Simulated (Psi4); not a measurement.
# CH3AlN− ([Al(CN)H3]-): a first try and a second

Aim: a single-point energy of CH3AlN− ([Al(CN)H3]-) at CC2/6-31G** (Cartesian functions).

The calculation is run with Psi4 1.11.

2 further runs of the same task are left out: 2 set aside as unsound or not needed.

## 1. Starting point

CH3AlN−: 6 atoms, total charge -1, spin state singlet. SMILES: `[H][Al-]([H])([H])[C]#N`. The shape comes from GFN2-xTB, which is rough for such elements, and wasn't checked as a minimum.

Bond lengths: Al1–C2 2.026 Å, C2–N3 1.159 Å, Al1–H4 1.614 Å, Al1–H5 1.616 Å, Al1–H6 1.614 Å. Angles: Al1–C2–N3 178.7°, C2–Al1–H4 107.8°, C2–Al1–H5 108.1°, C2–Al1–H6 107.8°, H4–Al1–H5 111.0°, H4–Al1–H6 111.0°, H5–Al1–H6 111.0°.

## 2. First attempt

File ch3aln.dat:

```
memory 1600 MB

molecule {
  -1 1
  Al    -0.006940     0.007910    -0.620420
  C      0.003570    -0.008410     1.405440
  N      0.029370    -0.033690     2.563760
  H      1.527250     0.022600    -1.121070
  H     -0.786890     1.336660    -1.107190
  H     -0.766370    -1.325080    -1.120530
  symmetry c1
}

set basis 6-31G**
set reference rhf
set scf_type pk
set freeze_core true

E, wfn = energy("pbe1pbe", return_wfn=True)
print_variables()
```

Launch:

```bash
$ psi4 ch3aln.dat ch3aln.out -n 1
```

ch3aln.out:

```text
Psi4 1.11 release

psi4.driver.p4util.exceptions.MissingMethodError: Method=pbe1pbe is not available for any derivative level.

Printing out the relevant lines from the Psithon --> Python processed input file:
    core.IO.set_default_namespace("")
    core.set_global_option("BASIS", "6-31G**")
    core.set_global_option("REFERENCE", "rhf")
    core.set_global_option("SCF_TYPE", "pk")
    core.set_global_option("FREEZE_CORE", "true")
--> E, wfn = energy("pbe1pbe", return_wfn=True)
    print_variables()

!------------------------------------------------------------!
!                                                            !
!  Method=pbe1pbe is not available for any derivative level. !
!                                                            !
!------------------------------------------------------------!

    Psi4 run time: 0:00:00.12
```

Run time: 1.2 s. Hardware: 1 thread of AMD EPYC 7B13 (Zen 3), shared host; peak memory 0.14 GiB.

## 3. Diagnosis

The program refused the input.

The telling line is `Method=pbe1pbe is not available for any derivative level.`. The fault: the keyword for the method is given a word that it doesn't take. To mend it: method CC2 in place of PBE1PBE.

## 4. Second attempt

File ch3aln.inp:

```
memory 1.6 GB

molecule {
  -1 1
  Al    -0.006940     0.007910    -0.620420
  C      0.003570    -0.008410     1.405440
  N      0.029370    -0.033690     2.563760
  H      1.527250     0.022600    -1.121070
  H     -0.786890     1.336660    -1.107190
  H     -0.766370    -1.325080    -1.120530
  symmetry c1
}

set {
  basis 6-31G**
  reference rhf
  scf_type pk
  freeze_core true
}

energy_value, wavefunction = energy('cc2', return_wfn=True)
```

Launch:

```bash
$ psi4 -n 1 ch3aln.inp ch3aln.out
```

ch3aln.out:

```text
[...]
  Running in c1 symmetry.
[...]
  Nuclear repulsion =   74.064801638187475
[...]
  Multiplicity = 1
[...]
  Nalpha       = 15
  Nbeta        = 15
[...]
    Number of basis functions: 64
[...]
   @RHF iter   1:  -335.96668854746156   -1.43187e+00   4.12249e-03 DIIS/ADIIS
[...]
   @RHF iter  10:  -336.01179696638508   -3.97904e-12   7.43391e-09 DIIS
[...]
    Orbital Energies [Eh]
    ---------------------
    Doubly Occupied:
       1A    -58.247169     2A    -15.379314     3A    -11.054124
       4A     -4.670451     5A     -2.985344     6A     -2.984568
       7A     -2.984561     8A     -1.014454     9A     -0.477001
      10A     -0.374383    11A     -0.295245    12A     -0.282626
      13A     -0.282571    14A     -0.220461    15A     -0.220338
[...]
  @RHF Final Energy:  -336.01179696638508
   => Energetics <=
    Nuclear Repulsion Energy =             74.0648016381874754
    One-Electron Energy =                -617.2079819995053640
    Two-Electron Energy =                 207.1313833949328398
    Total Energy =                       -336.0117969663850772
[...]
 Multipole Moments:
 ------------------------------------------------------------------------------------
     Multipole            Electronic (a.u.)      Nuclear  (a.u.)        Total (a.u.)
 ------------------------------------------------------------------------------------
 L = 1.  Multiply by 2.5417464519 to convert [e a0] to [Debye]
 Dipole X            :          0.0199884           -0.0261192           -0.0061308
 Dipole Y            :         -0.0327618            0.0357196            0.0029578
 Dipole Z            :          3.9875568           -3.6686402            0.3189166
 Magnitude           :                                                    0.3189892
[...]
      * MP2 total energy                      = -336.371562428914444
[...]
```

Wall time 12 s (1 thread of AMD EPYC 7B13 (Zen 3), shared host); peak memory 0.3 GiB.

## 5. Outcome

At CC2/6-31G** (Cartesian functions):

| quantity | value |
| --- | --- |
| ground-state or mean-field energy | -336.37757 Eh |
| HOMO energy (Hartree–Fock orbitals) | -6.00 eV |
| LUMO energy (Hartree–Fock orbitals) | 8.09 eV |
| HOMO–LUMO gap (to an unbound level, set by the basis) | 14.09 eV |
| correlation energy (7 core orbitals frozen) | -365.8 mEh |
| T1 diagnostic | 0.014 |
